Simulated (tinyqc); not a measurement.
Inside a calculation. Method: harmonic frequencies on the UHF/sto-6g surface (energies and gradients from PySCF), for LiH+, spin multiplicity 2. Computed by tinyqc, a small Python program that keeps every step (integrals from PySCF). Settings: charge = 1, multiplicity = 2, basis = sto-6g, delta = 0.01. Command: `OMP_NUM_THREADS=1 python tinyqc.py 28779 28780 out.jsonl` (the two numbers bound the seeds that draw the settings). One thread of a shared host (Intel(R) Xeon(R) Processor @ 2.60GHz), about 2 s of CPU time with the checks.

## One row of the Hessian: 1Liz

optimised positions (bohr):
```
           x        y         z
1Li  0.00000  0.00000  -0.26061
2H   0.00000  0.00000   3.46180
```

gradient at +delta (hartree/bohr):
```
             x          y           z
1Li  0.0000000  0.0000000   0.0002208
2H   0.0000000  0.0000000  -0.0002208
```

gradient at -delta (hartree/bohr):
```
             x          y           z
1Li  0.0000000  0.0000000  -0.0002058
2H   0.0000000  0.0000000   0.0002058
```

Displace 1Liz by +/-0.01 bohr; H(k, :) = (g(+) - g(-)) / (2 delta).

row of the Hessian (hartree/bohr^2): 1Lix 0.0000000, 1Liy 0.0000000, 1Liz 0.0213309, 2Hx 0.0000000, 2Hy 0.0000000, 2Hz -0.0213309

## Hessian by finite differences

All rows are made in the same way, and the matrix is symmetrised.

Hessian (symmetrised) (hartree/bohr^2), lower triangle:
```
            1Lix        1Liy        1Liz         2Hx         2Hy        2Hz
1Lix  -0.0000014
1Liy   0.0000000  -0.0000014
1Liz   0.0000000   0.0000000   0.0213309
2Hx    0.0000014   0.0000000   0.0000000  -0.0000014
2Hy    0.0000000   0.0000014   0.0000000   0.0000000  -0.0000014
2Hz    0.0000000   0.0000000  -0.0213309   0.0000000   0.0000000  0.0213309
```

## Normal modes

masses (u): 1Li 7.01600, 2H 1.00782

Diagonalise H_ij / sqrt(m_i m_j); the 5 smallest eigenvalues belong to translations and rotations; wavenumber = sqrt(eigenvalue / 1822.888) x 219474.63; each mode has its largest component positive (the first on a tie); zero-point energy = sum of wavenumbers / 2, with 349.755 1/cm per kcal/mol.

eigenvalues of the mass-weighted Hessian (hartree/(bohr^2 u)): 0.00000  0.00000  0.00000  0.00000  0.00000  0.02421

harmonic wavenumbers of the vibrations (1/cm): 799.8

mass-weighted modes:
```
        mode 1
1Lix   0.00000
1Liy   0.00000
1Liz  -0.35441
2Hx    0.00000
2Hy    0.00000
2Hz    0.93509
```

zero-point energy = 1.14332 kcal/mol
